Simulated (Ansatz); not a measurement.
# KBiSiS4 (P2₁/c, No. 14): smallest direct gap on the k points sampled by level of theory

No measured value is used here.

```tsv
level (code)	value (eV)
LDA (Ansatz)	2.03
PBEsol (Ansatz)	2.11
r²SCAN (Ansatz)	2.53
HSE06 (Ansatz)	3.00
PBE0 (Ansatz)	3.68
```

At these levels the smallest gap is indirect and lower: PBEsol 2.05, r²SCAN 2.45, HSE06 2.89, PBE0 3.56 eV. Computed values are for a static lattice. Spin–orbit coupling is included only where a level's name says +SOC; with heavier elements it mostly lowers gaps and can invert bands.  Values are at a fixed cell, not relaxed at this level and not confirmed as the measured one. Cutoffs and k meshes differ between the levels. Ansatz's density-functional and Hartree–Fock values are scalar-relativistic unless marked +SOC, with PAW data made under PBE.

Ansatz is an electronic-structure program.
